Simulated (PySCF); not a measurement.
PySCF input:

```python
from pyscf import gto, scf, dft

mol = gto.M(
    atom='''
    O    -0.05310982    0.04475927   -1.62689354
    C     0.01301331   -0.00671820   -0.39864864
    S    -0.01737407    0.00595007    1.09879365
    H     0.62478378   -0.41296608   -2.17365816
    ''',
    basis='def2-tzvpd',
    charge=1,
    spin=0,
    verbose=4,
)

mf = dft.RKS(mol, xc='pw6b95').density_fit(auxbasis='def2-universal-jkfit')
mf.grids.level = 3
mf.conv_tol = 1e-9
mf.max_cycle = 100
mf.max_memory = 1500
mf.kernel()
if not mf.converged:
    mf = mf.newton()
    mf.kernel(mf.make_rdm1())
mf.analyze()
```

Task: Predict the final energy.

Result: -512.29764 Eh (PW6B95/def2-TZVPD).

It need not be the lowest isomer of its formula.
